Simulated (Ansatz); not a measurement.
A made-up structure of CH5S (charge +1), closed shell:

```xyz
7
angstrom
C -0.4891 -0.4191 -0.3671
S 0.5835 0.1932 0.9490
H -1.4989 -0.4230 0.0439
H -0.1685 -1.4420 -0.5663
H 0.6297 -0.4320 2.1559
H 0.2566 1.5059 0.9352
H 1.7318 0.3776 0.2579
```

It is relaxed with PBE-D4/def2-SVP and then PBE0-D4/def2-TZVP (Ansatz 0.2.0). Atoms count as bonded within 1.22 times the sum of their covalent radii (H–H: 0.88 Å). The end point is not checked to be a true minimum.

(1) Does its bonding change? (Judge from chemistry; the calculation decides.)

## Answers

(1) Computed: No: no bond forms or breaks.

Where it ends: The first stage lowers the energy by 1.22 eV in 9 steps. It ends as CH₅S ([CH2][SH3]), total charge +1:
```
atom    x (Å)    y (Å)    z (Å)
  C1  -0.4981  -0.4966  -0.2569
  S2   0.4905   0.1505   0.8311
  H3  -1.5544  -0.3424  -0.0645
  H4  -0.1464  -1.4211  -0.7021
  H5   0.8434  -0.1719   2.1557
  H6   0.1491   1.4386   1.0876
  H7   1.7611   0.2036   0.3575
```

Labels in which every atom is bracketed show which atoms are joined, not bond orders.

For scale, one of the runs: PBE0-D4/def2-TZVP relaxation, 98 basis functions, launched by `ansatz run in.yaml --threads 2 --pin off --events-out ev --progress --plain --max-ram 4352MiB`. The run took about 17 s on 2 CPU threads of an Arm Neoverse N1 (shared host).
